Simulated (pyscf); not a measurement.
Structures and frequencies: ωB97X-D3(BJ)/def2-SVP in PySCF.

Problem. For F–Mo(F)(F)(F)(F)–SH + hydrogen (H₂) -> F–MoH(F)(F)(F)–F + H₂S, a four-centre exchange (singlet surface; Mo–S, H–H broken, H–Mo, H–S formed), PBE/def2-TZVP gives ΔE‡ = 91.0 kJ/mol and ΔE = +67.9 kJ/mol (zero: the separated reactants). In which direction and how far do B3LYP-D3(BJ)/def2-TZVP, PBE0-D3(BJ)/def2-TZVP, ωB97M-D3(BJ)/def2-TZVP move these?

Solution. B3LYP-D3(BJ): ΔE‡ = 105.4 kJ/mol, ΔE = +61.8 kJ/mol; PBE0-D3(BJ): ΔE‡ = 85.7 kJ/mol, ΔE = +54.4 kJ/mol; ωB97M-D3(BJ): ΔE‡ = 94.6 kJ/mol, ΔE = +32.3 kJ/mol. PBE's barrier lies among them. Its reaction energy lies over all of them, by 6.1 to 35.5 kJ/mol. On the product side the descent ends in a bound adduct, 42.9 kJ/mol under the separated species and 90.0 kJ/mol under the saddle at ωB97X-D3(BJ)/def2-TZVP. At ωB97X-D3(BJ)/def2-TZVP the barrier from the zero used here is 105.6 kJ/mol. This is the saddle that the search found; another between the same sides may lie lower. Elements past Kr carry the def2 core potentials, without spin-orbit coupling.
